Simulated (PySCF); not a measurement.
# SiO⁺, quartet: the ladder up to full CI

Geometry: a point of a stretch scan, not a stationary point.

```xyz
2

Si    0.0000    0.0000    0.0000
O     0.0000    0.0000    1.8690
```

Basis 6-31G; PySCF 2.14.0. Only valence electrons are correlated (noble-gas cores frozen), which leaves 9 electrons in 16 orbitals. R marks a restricted (for open shells ROHF) determinant, U an unrestricted one.

Full CI is exact within this basis and frozen core; it isn't the basis-set limit. The frozen core follows each run's orbitals, which can shift R against U totals by a few meV.

The RHF row is the lowest restricted solution found. The determinant for coupled cluster was chosen by trial CCSD, here up to 0.13 eV above the lowest Hartree–Fock solution of its kind, and MP2 stands on that determinant too. The determinant fills πx and πy unequally, so it is a mixture of Σ and Δ, which weighs on every level built on one determinant.

```
UHF ⟨S²⟩                          : 3.807
T1 diagnostic (ROHF- or RHF-based CCSD)             : 0.0789
largest doubles amplitude (ROHF- or RHF-based CCSD) : 0.106
T1 diagnostic (UCCSD)             : 0.0490
```

```csv
level,E − E(full CI) (mEh),share of correlation (%),wall time
UHF,123.28,8.02,–
RMP2,45.05,66.39,–
UMP2,39.06,70.86,–
RCCSD,11.21,91.63,–
UCCSD,10.91,91.86,–
RCCSD(T),8.38,93.75,0.68 s
UCCSD(T),8.14,93.93,0.37 s
RCCSDT,1.66,98.76,9.6 s
UCCSDT,1.45,98.92,8.5 s
```

The correlation energy at full CI, counted from the determinant under the R cluster runs, is -3.647 eV. The search over symmetries took 94 s on 1 thread of Intel Xeon, shared host; the state has 1,120,064 determinants.

Run but not shown, since their state, orbitals or frozen core can't be matched to the reference's or they repeat it: RHF.

Times are those of the correlated step on a shared host, with one SCF added for the restricted CCSD run; they ran on 1 thread of Intel Xeon.

The full-CI state has the irrep A1 of C2v, in the program's axes (one component, if the state is degenerate).

Natural occupations of full CI about the gap: 1.986 1.909 1.470 1.466 1.019 0.530 0.527 0.051 0.011 0.011; effectively unpaired electrons, Σ n²(2−n)², 3.47. No single determinant describes this state well, so single-reference rows can miss without a flag.
